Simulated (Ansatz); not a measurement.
The input, for Ansatz 0.2.0:

```yaml
crystal:
  periodic: [false, false, false]
  atoms:
    - {symbol: Be, position_ang: [-0.369170, 0.000000, 1.000636]}
    - {symbol: Be, position_ang: [0.284947, 0.000000, -1.000636]}
    - {symbol: H, position_ang: [0.049472, 0.000000, 2.281473]}
    - {symbol: H, position_ang: [0.703589, 0.000000, -2.281473]}
basis:
  gaussian: {orbitals: 6-31G, point_charges: [{charge: 0.50, position_ang: [5.150, 0.133, 0.207]}]}
magnetization: {spin_polarized: true, initial_magnetization: 0}
correlation: {method: bccd, electrons: outside_noble_gas, diis_vectors: 1}
accuracy: high
```

```sh
$ ansatz run in.yaml --threads 1 --pin off --events-out ev --progress --plain --max-ram 2393MiB
```

Question: Roughly how long does this take on 1 thread of INTEL XEON PLATINUM 8581C, shared host, and how much host memory?

Answer: 0.57 s wall and 0.14 GiB.

```
524 factors; integrals over basis functions are off by at most 2.8e-9 eV
mean field evaluation 1: about -825.3030 eV, gradient 7.4e0 eV
mean field evaluation 2: about -825.2891 eV, gradient 7.3e0 eV
mean field evaluation 4: about -826.1445 eV, gradient 2.8e-1 eV
mean field evaluation 8: about -826.1441 eV, gradient 1.3e-3 eV
mean field evaluation 16: about -826.1426 eV, gradient 2.8e-1 eV
mean field evaluation 32: about -826.1439 eV, gradient 9.3e-2 eV
mean field evaluation 64: about -822.8789 eV, gradient 1.3e-3 eV
mean field -826.14412515 eV, -30.3602366186 hartree, gradient 1.7e-8 eV, S^2 0.000000; 6 other end points of the search recorded, 0 dependent functions left out
determinant -826.14412515 eV, -30.3602366186 hartree, with singles and doubles -827.95514192 eV, -30.4267902573 hartree
determinant -823.02746035 eV, -30.2457012999 hartree, with singles and doubles -824.97872895 eV, -30.3174090982 hartree
determinant -822.87891909 eV, -30.2402425092 hartree, with singles and doubles -824.89803571 eV, -30.3144436765 hartree
2 core orbitals not correlated: weight in the atoms' cores, before any rotation towards them, 1.000 or more for the frozen orbitals, at most 0.000 for the correlated occupied ones
reference -826.14412515 eV, -30.3602366186 hartree; 3, 3 occupied and 17, 17 virtual orbitals, 524 factors
second order -1.26355086 eV of doubles, -0.00000000 eV of singles
cycle   1  -1.81154005 eV  change   -5.2e-4 eV  update   1.7e-3
cycle   2  -1.81128154 eV  change    2.6e-4 eV  update   4.0e-4
cycle   3  -1.81115197 eV  change    1.3e-4 eV  update   1.2e-4
...
cycle  16  -1.81110985 eV  change   -1.6e-8 eV  update   3.5e-8
cycle  17  -1.81110985 eV  change    5.7e-9 eV  update   2.5e-8
cycle  18  -1.81110984 eV  change    3.5e-9 eV  update   1.8e-8
cycle  19  -1.81110991 eV  change   -6.6e-8 eV  update   6.6e-8
cycle  20  -1.81110994 eV  change   -2.8e-8 eV  update   2.5e-8
cycle  21  -1.81110994 eV  change   -4.5e-9 eV  update   7.7e-9
cycle  22  -1.81110994 eV  change  -6.9e-10 eV  update   3.1e-9
cycle  23  -1.81110994 eV  change   1.6e-11 eV  update   1.5e-9
cycle  24  -1.81110994 eV  change  -2.9e-11 eV  update  7.7e-10
cycle  25  -1.81110994 eV  change   2.3e-11 eV  update  4.6e-10
Total energy: -827.95523509 eV, -30.4267936813 hartree
```
